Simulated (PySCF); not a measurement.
# Gas-phase thermal properties of BH

Computed with PySCF (xtb for GFN2) and rigid-rotor harmonic-oscillator thermochemistry at 1 bar. Table values come from the NASA 1993 polynomials. 6-31G* has spherical d functions here. All species are closed-shell singlets. B3LYP is the form with VWN-RPA correlation. The harmonic model lacks anharmonicity and excited electronic states, which grow with temperature; levels with a mode under 35 cm⁻¹ are left out. The table's entry may be an old estimate for BH (not checked at source).

| level | point group | σ | ZPE (kJ/mol) | S°298 (J/mol/K) | Cp298 (J/mol/K) | S°1000 (J/mol/K) | H1000 − H298 (kJ/mol) |
|---|---|---|---|---|---|---|---|
| table | - | - | - | 171.8 | 29.2 | 208.7 | 21.6 |
| B3LYP/6-31G* | C∞v | 1 | 14.0 | 171.8 | 29.1 | 208.3 | 21.4 |
| GFN2-xTB | C∞v | 1 | 16.3 | 170.7 | 29.1 | 206.7 | 21.1 |
| HF/6-31G* | C∞v | 1 | 15.0 | 171.5 | 29.1 | 207.8 | 21.3 |
| PBE/def2-SVP | C∞v | 1 | 13.5 | 172.1 | 29.1 | 208.7 | 21.5 |
| PBE0/def2-TZVP | C∞v | 1 | 13.9 | 171.7 | 29.1 | 208.3 | 21.4 |
σ: rotational symmetry number. Electronic degeneracy used: 1. Frequencies are unscaled.
